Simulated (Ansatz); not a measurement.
**BCP (triplet): the correlation ladder, def2-QZVPP**

The task here is to estimate one member of a computed series from the others.

Method: def2-QZVPP, core rule «outside noble gas», up to 7 orbitals frozen; program: Ansatz 0.2.0, Gaussian basis.

To be run: UHF; ROHF; CCSD(T) on UHF.

2 further runs of the same task are left out: 2 set aside as unsound or not needed.

**What is computed**

The geometry is a PBE0/def2-TZVP stationary point (not a proven minimum) of the parent state, kept for this charge and spin.

3 atoms, charge 0, spin multiplicity 3.

Atoms are counted from 1 here; the program's logs count them from 0.

Bond lengths: B1–C3 1.531 Å, P2–C3 1.546 Å. Angles: B1–C3–P2 180.0°.

Set-up of the first run:

Input file in.yaml:

```yaml
crystal:
  periodic: [false, false, false]
  atoms:
    - {symbol: B, position_ang: [0.000000, 0.000000, 1.535770]}
    - {symbol: P, position_ang: [0.000000, 0.000000, -1.540899]}
    - {symbol: C, position_ang: [0.000000, 0.000000, 0.005129]}
basis:
  gaussian: {orbitals: "def2-QZVPP.json"}
magnetization: {spin_polarized: true, initial_magnetization: 2}
hamiltonian: {xc: hf}
output: {orbitals: {seedname: orbitals}}
```

Run with:

```sh
ansatz run in.yaml --threads 1 --pin off --events-out ev --progress --plain --max-ram 2393MiB
```

Among the steps run: UHF; ROHF; CCSD(T) on UHF.

One of the session's tables, all rows but one given; the rest of the session is left out.

It belongs to the step «Misses and costs». 

```
  method  from UCCSD(T) (meV)
    ROHF                    ?
     UHF             +10321.4
    UMP2              +1745.1
   UCCSD               +680.0
UCCSD(T)                    0
```

**Question.** Estimate the row for ROHF.

As computed: from UCCSD(T) (meV): +10704.6. In the column «from UCCSD(T) (meV)» it is the highest.
